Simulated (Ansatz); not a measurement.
We consider 1T (CdI2-type) PtSe2, described by PBE (Ansatz, a quantum-chemistry and plane-wave program, plane waves, PAW).

Settings: plane-wave cutoff 520 eV, 12×12×8 k mesh (along the axes of the cell as run), Fermi–Dirac smearing 0.01 eV, scalar-relativistic PAW data made under PBE.

Cell (relaxed at this level):

```cif
data_PtSe2
_chemical_formula_sum 'Pt1 Se2'
_space_group_name_H-M_alt 'P-3m1'
_space_group_IT_number 164
_space_group_name_Hall '-P 3 2"'
_cell_length_a 3.75168
_cell_length_b 3.75168
_cell_length_c 6.47484
_cell_angle_alpha 90.000
_cell_angle_beta 90.000
_cell_angle_gamma 120.000
loop_
_atom_site_label
_atom_site_type_symbol
_atom_site_symmetry_multiplicity
_atom_site_Wyckoff_symbol
_atom_site_fract_x
_atom_site_fract_y
_atom_site_fract_z
_atom_site_occupancy
Pt1 Pt 1 a 0.00000 0.00000 0.00000 1
Se1 Se 2 d 0.33333 0.66667 0.20179 1
```

**Question.** Give the computed band gap, smallest direct gap on the k points sampled and direct gap at Γ.

**Answer.** 
- band gap: 0.81 eV
- smallest direct gap on the k points sampled: 1.02 eV
- direct gap at Γ: 2.83 eV

Measured, for comparison: band gap 0 eV (temperature not stated, no zero-point or thermal correction, semimetal, ARPES; as tabulated in Two-dimensional noble-metal chalcogenides and phosphochalcogenides, Angew. …).

Note: for a layered or molecular solid the relaxed cell lies over 5 % above the published volume, where the minimum can be shallow; the cell comes from a level without a dispersion term, which matters for the spacing of layers, chains or molecules.

Spin–orbit coupling is not included; with these elements it can move the gap by several tenths of an eV or more.

Computed values are for the static lattice.
